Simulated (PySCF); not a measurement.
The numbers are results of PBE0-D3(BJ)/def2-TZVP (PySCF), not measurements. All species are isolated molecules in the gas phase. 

Reference species (SMILES): `C=[SiH]` (neutral, multiplicity 2).

```yaml
dipole_moment: 0.63 D
```

Changed species: `C[CH]C` (radical fragment; the reference has radical fragment).

Give the shifts of the dipole moment.

the dipole moment decreases by 0.42 D, to 0.21 D.
